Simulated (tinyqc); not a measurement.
Geometry optimisation on the RHF/sto-6g surface (energies and gradients from PySCF), for HF, spin multiplicity 1, step by step. One step of it, computed by the program tinyqc.

Task: Step 1: move. Quasi-Newton step p = -H^(-1) g (first H = 0.3 times the unit matrix); steps longer than 0.5 bohr are cut back.

positions at the start (bohr), order 1F, 2H:
```
[[0.000000, 0.000000, 0.000000],
 [0.000000, 0.000000, 1.713982]]
```

gradient (hartree/bohr), order 1F, 2H:
```
[[0.00000000, 0.00000000, 0.07223435],
 [0.00000000, 0.00000000, -0.07223435]]
```

Give: positions after step 1.

Result:

positions after step 1 (bohr), order 1F, 2H:
```
[[0.0000, 0.0000, -0.2408],
 [0.0000, 0.0000, 1.9548]]
```
